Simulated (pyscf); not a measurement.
# Four-centre exchange: `[NH3]` + `[NH2][Al]([Cl])[Cl]` → `[NH2][Al]([Cl])[Cl]` + `[NH3]`

Gas phase, singlet surface, charge 0. Bonds broken: N1–H8, Al2–N7. Bonds formed: N1–Al2, N7–H8. PySCF, gas phase, ωB97X-D3(BJ)/def2-SVP geometries.

Transition state (Å):

```xyz
10

N     -0.9042     0.7364     0.9622
Al    -1.4746    -0.5873    -0.3092
Cl    -1.2374    -2.5615     0.4085
Cl    -3.2570    -0.0426    -1.3066
H     -0.5437     0.4437     1.8702
H     -1.4581     1.5823     1.0955
N      0.0989     0.0735    -1.1930
H     -0.0475     0.7343    -0.0514
H      0.9211    -0.5241    -1.2767
H      0.0075     0.6140    -2.0530
```

One imaginary mode, 1394i cm⁻¹; descent along it reached the two sides named, in the forms told below.

```
bond    change  reactant side (Å)  saddle  product side
------  ------  -----------------  ------  ------------
N1–H8   breaks              1.022   1.327           2.9
Al2–N7  breaks              1.789   1.922         2.029
N1–Al2   forms              2.029   1.922         1.789
N7–H8    forms                2.9   1.327         1.022
```

Electronic energies relative to the separated reactants (kcal/mol):

```tsv
level	barrier	reaction energy	reverse barrier
ωB97X-D3(BJ)/def2-TZVP	-15.2	0.0	-15.2
PBE/def2-TZVP	-15.4	0.0	-15.4
r²SCAN/def2-TZVP	-16.3	0.0	-16.3
B3LYP-D3(BJ)/def2-TZVP	-13.8	0.0	-13.8
PBE0-D3(BJ)/def2-TZVP	-16.8	0.0	-16.8
M06-2X/def2-TZVP	-15.4	0.0	-15.4
ωB97M-D3(BJ)/def2-TZVP	-13.4	0.0	-13.4
HF/def2-TZVP	-0.4	0.0	-0.4
```

With ωB97M-D3(BJ)/def2-TZVP energies and thermal terms (ideal gas, 1 atm, RRHO with modes under 100 cm⁻¹ raised to 100, one conformer, R ln 2 for chiral ones without a mode under 150 cm⁻¹), in kcal/mol:

| T (K) | ΔH‡ | ΔG‡ | ΔH | ΔG |
|---|---|---|---|---|
| 298 | -14.5 | -2.9 | 0.0 | 0.0 |
| 600 | -14.3 | 8.8 | 0.0 | 0.0 |
| 900 | -13.7 | 20.3 | 0.0 | 0.0 |
| 1200 | -12.9 | 31.5 | 0.0 | 0.0 |

On the reactant side the descent ends in an adduct with a Al–N contact, 35.0 kcal/mol under the separated species and 19.9 kcal/mol under the saddle at ωB97X-D3(BJ)/def2-TZVP. On the product side the descent ends in an adduct with a Al–N contact, 35.0 kcal/mol under the separated species and 19.9 kcal/mol under the saddle at ωB97X-D3(BJ)/def2-TZVP. At ωB97X-D3(BJ)/def2-TZVP, PBE, r²SCAN, B3LYP-D3(BJ), PBE0-D3(BJ), M06-2X, ωB97M-D3(BJ)/def2-TZVP, HF the saddle lies under the separated reactants, which points to a path from their complex (located at ωB97X-D3(BJ) alone). At ωB97X-D3(BJ)/def2-TZVP, PBE, r²SCAN, B3LYP-D3(BJ), PBE0-D3(BJ), M06-2X, ωB97M-D3(BJ)/def2-TZVP, HF the saddle lies under the separated products, which points to a path from their complex (located at ωB97X-D3(BJ) alone). What is counted as formed (Al–N) is already present as a longer contact in the reactant adduct; forming that adduct is a step of its own. What is counted as broken (Al–N) persists as a longer contact in the product adduct; parting that adduct is a step of its own. One saddle was located; it need not be the lowest between these sides.
